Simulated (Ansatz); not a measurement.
Scan of [BH₂···H···H], doublet

All five atoms lie in one plane.

Starting geometry:

```xyz
5

B    -0.1663    0.0000    0.0000
H    -0.7630    1.0336    0.0000
H    -0.7630   -1.0336    0.0000
H     1.0272    0.0000    0.0000
H     2.2827    0.0000    0.0000
```

From there H4 is moved from one fragment to the other while all else, the fragments' distance too, stays fixed; atoms are numbered as listed. Energies are in kcal/mol, counted from the starting geometry at the same level. Kohn–Sham curves are unrestricted where that lies lower.

Basis 6-31G; Ansatz 0.2.0. Correlated methods freeze the noble-gas cores.

In so small a basis the reference is far from its limit while semilocal and hybrid functionals are nearer theirs (RPA and double hybrids share much of the reference's basis error), so the functionals' errors here hold much of the reference's basis and frozen-core error, which can add to them or hide them.

Full CI is exact within this basis and frozen core; it isn't the basis-set limit.

```
distance B1-H4 (Å)  full CI   PBE  r2SCAN  PBE0  B3LYP  CAM-B3LYP  wB97M-V  B2PLYP  PBE-QIDH  RPA-PBE
             1.110      2.1   3.4     3.1   2.8    2.8        2.6      2.5     2.3       2.0      2.4
             1.194      0.0   0.0     0.0   0.0    0.0        0.0      0.0     0.0       0.0      0.0
             1.266      0.9  -0.4     0.0   0.1    0.1        0.3      0.4     0.6       1.0      0.5
             1.339      2.9   0.2     1.1   1.4    1.2        1.8      1.8     2.4       3.0      2.1
             1.412      4.8   1.1     2.3   2.7    2.4        3.2      3.2     4.1       5.1      3.5
             1.485      5.8   1.7     3.1   3.5    3.0        4.1      3.9     5.1       6.3      4.0
             1.558      5.6   1.9     3.2   3.6    3.0        4.3      3.9     5.1       6.4      3.5
             1.631      4.8   2.2     3.1   3.6    2.8        4.1      3.6     4.6       5.8      2.6
             1.704      4.8   3.7     4.1   4.7    3.8        5.1      4.4     5.1       6.1      2.6
```

(1) Judged by the spread of the error over the points with a reference (largest less smallest), which of these follows full CI best and which worst?

## Answers

(1) Subtracting the full CI column from each: best B2PLYP (errors from -0.7 to 0.2, spread 1.0 kcal/mol), worst PBE (from -4.1 to 1.4, spread 5.5 kcal/mol). Functionals and wave-function methods converge differently with the basis, so part of this is basis effect.
